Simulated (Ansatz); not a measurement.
C₅H₇N, SMILES `CC1=CN=CC1`, charge 0, multiplicity 1.

Problem. Give a relaxed structure at PBE0-D4/def2-TZVP (the Gaussian-basis code of Ansatz). (Estimate.)

Solution. Computed: 
```xyz
13

C     1.728   -0.496    0.260
C     0.286   -0.268   -0.001
C    -0.646   -1.141   -0.411
N    -1.929   -0.566   -0.555
C    -1.810    0.668   -0.238
C    -0.419    1.041    0.155
H     2.355    0.133   -0.380
H     1.999   -1.537    0.077
H     1.991   -0.255    1.295
H    -0.513   -2.193   -0.630
H    -2.654    1.350   -0.261
H    -0.011    1.828   -0.492
H    -0.376    1.434    1.179
```
Point group Cs.
This is one stationary point; other conformers may exist.
